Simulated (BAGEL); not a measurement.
# CH5NSi (SMILES C[Si]N): a chain of runs

Aim: the energy (HF/def2-SV(P)), then a single-point energy (NEVPT2(2,2)/def2-SV(P)), then a single-point energy (CASPT2(2,2)/def2-SV(P)) of CH5NSi. 

The results are computed with BAGEL 1.2.2.

1 further run of the same task is left out (set aside as unsound or not needed).

**1. The molecule**

CH5NSi has 8 atoms, charge 0, and is taken as a singlet. As SMILES, `C[Si]N`. One bond was lengthened or shortened from a relaxed shape.

Bond lengths: C1–Si2 2.190 Å, Si2–N3 1.709 Å, C1–H4 1.094 Å, C1–H5 1.094 Å, C1–H6 1.098 Å, N3–H7 1.008 Å, N3–H8 1.010 Å. Angles: C1–Si2–N3 98.7°, Si2–C1–H4 115.0°, Si2–C1–H5 110.7°, Si2–C1–H6 107.9°, Si2–N3–H7 121.7°, Si2–N3–H8 126.1°, H4–C1–H5 108.8°, H4–C1–H6 108.0°, H5–C1–H6 106.1°, H7–N3–H8 112.1°.

**2. The energy at HF/def2-SV(P) (density fitting with svp-jkfit) (run 1)**

Input file hf.json:

```json
{ "bagel": [

{
  "title": "molecule",
  "basis": "def2-sv_p_.json",
  "df_basis": "svp-jkfit",
  "angstrom": true,
  "geometry": [
    { "atom": "C", "xyz": [      -0.903554,       0.850333,      -0.699060 ] },
    { "atom": "Si", "xyz": [       0.963800,       0.653800,       0.427700 ] },
    { "atom": "N", "xyz": [       0.932200,      -1.034400,       0.690700 ] },
    { "atom": "H", "xyz": [      -1.269954,      -0.076167,      -1.151260 ] },
    { "atom": "H", "xyz": [      -0.806054,       1.609033,      -1.481060 ] },
    { "atom": "H", "xyz": [      -1.674954,       1.220633,      -0.011060 ] },
    { "atom": "H", "xyz": [       1.651200,      -1.501900,       1.220100 ] },
    { "atom": "H", "xyz": [       0.225200,      -1.675700,       0.360300 ] }
  ]
},

{
  "title": "hf"
},

{
  "title": "print",
  "file": "orbitals.molden",
  "orbitals": true
}

]}
```

The basis set def2-SV(P) is read from a file made from the Basis Set Exchange's data (not shown).

Run with:

```
$ BAGEL_NUM_THREADS=1 BAGEL hf.json > hf.out
```

Log:

```text
* using 1 threads per process

  ===============================================================
  ===============================================================

  *** Geometry ***

  { "atom" : "C", "xyz" : [     -1.707470,      1.606896,     -1.321032 ] },
  { "atom" : "Si", "xyz" : [      1.821318,      1.235503,      0.808236 ] },
  { "atom" : "N", "xyz" : [      1.761603,     -1.954733,      1.305234 ] },
[... 4 lines of this table left out ...]
  { "atom" : "H", "xyz" : [      0.425566,     -3.166614,      0.680868 ] },

  Number of auxiliary basis functions:      370

  Since a DF basis is specified, we compute 2- and 3-index integrals:
    o Being stored without compression. Storage requirement is 0.009 GB

  Number of basis functions:       56
  Number of electrons      :       32

    * METHOD: MOLECULE                             0.10

  *** RHF ***

  === Nuclear Repulsion ===
    95.4480428686

      * DIIS with orbital gradients will be used.

  === RHF iteration (def2-sv_p_.json) ===
      0       -383.73855916          0.02566391           0.02
      1       -383.88980897          0.01602299           0.02
      2       -383.95379203          0.00201212           0.02
[... 10 lines of this table left out ...]
     13       -383.95620252          0.00000001           0.02
    * SCF iteration converged.

    * Permanent dipole moment:
           (   -0.008473,     0.808453,    -0.149610) a.u.

    * METHOD: HF                                   0.39

    * METHOD: PRINT                                0.01

  ===============================================================
```

Run time: 0.66 s. Hardware: 1 thread of Arm Neoverse V2, shared host; peak memory 0.14 GiB.

**3. The energy at NEVPT2(2,2)/def2-SV(P) (density fitting with svp-jkfit) (run 2)**

Input file nevpt2.json:

```json
{ "bagel" : [

{
  "title" : "molecule",
  "basis" : "def2-sv_p_.json",
  "df_basis" : "svp-jkfit",
  "angstrom" : true,
  "geometry" : [
    { "atom" : "C", "xyz" : [      -0.903554,       0.850333,      -0.699060 ] },
    { "atom" : "Si", "xyz" : [       0.963800,       0.653800,       0.427700 ] },
    { "atom" : "N", "xyz" : [       0.932200,      -1.034400,       0.690700 ] },
    { "atom" : "H", "xyz" : [      -1.269954,      -0.076167,      -1.151260 ] },
    { "atom" : "H", "xyz" : [      -0.806054,       1.609033,      -1.481060 ] },
    { "atom" : "H", "xyz" : [      -1.674954,       1.220633,      -0.011060 ] },
    { "atom" : "H", "xyz" : [       1.651200,      -1.501900,       1.220100 ] },
    { "atom" : "H", "xyz" : [       0.225200,      -1.675700,       0.360300 ] }
  ]
},

{ "title" : "hf" },

{ "title" : "casscf", "nstate" : 1, "nact" : 2, "nclosed" : 15, "nspin" : 0, "active" : [14, 18], "maxiter" : 200, "natocc" : true },

{
  "title" : "nevpt2",
  "nstate" : 1,
  "nact" : 2,
  "nclosed" : 15,
  "nspin" : 0,
  "active" : [14, 18],
  "maxiter" : 200,
  "natocc" : true,
  "ncore" : 7
},

{ "title" : "print", "file" : "orbitals.molden", "orbitals" : true }

]}
```

The basis set def2-SV(P) is read from a file made from the Basis Set Exchange's data (not shown).

Run with:

```
$ BAGEL_NUM_THREADS=1 BAGEL nevpt2.json > nevpt2.out
```

Log:

```text
* using 1 threads per process

  ===============================================================
  ===============================================================

  *** Geometry ***

  { "atom" : "C", "xyz" : [     -1.707470,      1.606896,     -1.321032 ] },
  { "atom" : "Si", "xyz" : [      1.821318,      1.235503,      0.808236 ] },
  { "atom" : "N", "xyz" : [      1.761603,     -1.954733,      1.305234 ] },
[... 4 lines of this table left out ...]
  { "atom" : "H", "xyz" : [      0.425566,     -3.166614,      0.680868 ] },

[... 23 lines left out ...]
    * SCF iteration converged.
[... 1 line left out ...]
    * Permanent dipole moment:
[... 27 lines left out ...]
    * Second-order optimization converged. *
[... 9 lines left out ...]
     * ci vector, state   0, <S^2> = 0.0000
[... 3 lines left out ...]
    * METHOD: CASSCF                               1.51

    * freezing 7 orbitals

  === DF-NEVPT2 calculation ===

    * 3-index integral transformation done
    * assembly done

      NEVPT2 correlation energy:   -0.3589500033      0.04

          (+0)     -0.2893098091
          (+0)'    -0.0112433172
          (+1)     -0.0149737172
          (+1)'    -0.0000000000
          (+2)     -0.0016711330
          (-1)     -0.0349888163
          (-1)'     0.0000000000
          (-2)     -0.0067632105

      NEVPT2 total energy:       -384.3216382725

    * METHOD: NEVPT2                               0.09

    * METHOD: PRINT                                0.01

  ===============================================================
```

It took 2.3 s on 1 thread of Arm Neoverse V2, shared host; peak memory 0.14 GiB.

**4. The energy at CASPT2(2,2)/def2-SV(P) (density fitting with svp-jkfit) (run 3)**

Input file input.json:

```json
{ "bagel" : [

{
  "title" : "molecule",
  "basis" : "def2-sv_p_.json",
  "df_basis" : "svp-jkfit",
  "angstrom" : true,
  "geometry" : [
    { "atom" : "C", "xyz" : [      -0.903554,       0.850333,      -0.699060 ] },
    { "atom" : "Si", "xyz" : [       0.963800,       0.653800,       0.427700 ] },
    { "atom" : "N", "xyz" : [       0.932200,      -1.034400,       0.690700 ] },
    { "atom" : "H", "xyz" : [      -1.269954,      -0.076167,      -1.151260 ] },
    { "atom" : "H", "xyz" : [      -0.806054,       1.609033,      -1.481060 ] },
    { "atom" : "H", "xyz" : [      -1.674954,       1.220633,      -0.011060 ] },
    { "atom" : "H", "xyz" : [       1.651200,      -1.501900,       1.220100 ] },
    { "atom" : "H", "xyz" : [       0.225200,      -1.675700,       0.360300 ] }
  ]
},

{ "title" : "hf" },

{ "title" : "casscf", "nstate" : 1, "nact" : 2, "nclosed" : 15, "active" : [14, 18], "maxiter" : 200, "natocc" : true },

{ "title" : "print", "file" : "orbitals.molden", "orbitals" : true },

{ "title" : "smith", "method" : "caspt2", "ms" : true, "xms" : true, "sssr" : true, "shift" : 0.2, "shift_imag" : true, "ncore" : 7 }

]}
```

The basis set def2-SV(P) is read from a file made from the Basis Set Exchange's data (not shown).

Run with:

```
$ BAGEL_NUM_THREADS=1 BAGEL input.json > input.out
```

Log:

```text
* using 1 threads per process

  ===============================================================
  ===============================================================

  *** Geometry ***

  { "atom" : "C", "xyz" : [     -1.707470,      1.606896,     -1.321032 ] },
  { "atom" : "Si", "xyz" : [      1.821318,      1.235503,      0.808236 ] },
  { "atom" : "N", "xyz" : [      1.761603,     -1.954733,      1.305234 ] },
[... 4 lines of this table left out ...]
  { "atom" : "H", "xyz" : [      0.425566,     -3.166614,      0.680868 ] },

[... 25 lines left out ...]
    * Permanent dipole moment:
[... 37 lines left out ...]
     * ci vector, state   0, <S^2> = 0.0000
[... 21 lines left out ...]
       #      aibj      arbs      arbi      airj      risj      airs      arst      rist         Etot      error   time
[... 9 lines left out ...]
      ------------------------------------------------------------------------------------------------------------------

    * CASPT2 energy : state  0     -384.3242995741
        w/o shift correction       -384.3218899364
        reference weight              0.8815792118

    * METHOD: SMITH                                0.18

  ===============================================================
```

It took 2.3 s on 1 thread of Arm Neoverse V2, shared host; peak memory 0.14 GiB.

**5. What came out**

```
                                   quantity          value
         run 1, HF/def2-SV(P): total energy  -383.95620 Eh
        run 1, HF/def2-SV(P): dipole moment         2.09 D
          run 1, HF/def2-SV(P): HOMO energy       -8.41 eV
          run 1, HF/def2-SV(P): LUMO energy        2.12 eV
        run 1, HF/def2-SV(P): HOMO–LUMO gap       10.53 eV
run 2, NEVPT2(2,2)/def2-SV(P): total energy  -384.32164 Eh
run 3, CASPT2(2,2)/def2-SV(P): total energy  -384.32430 Eh
```
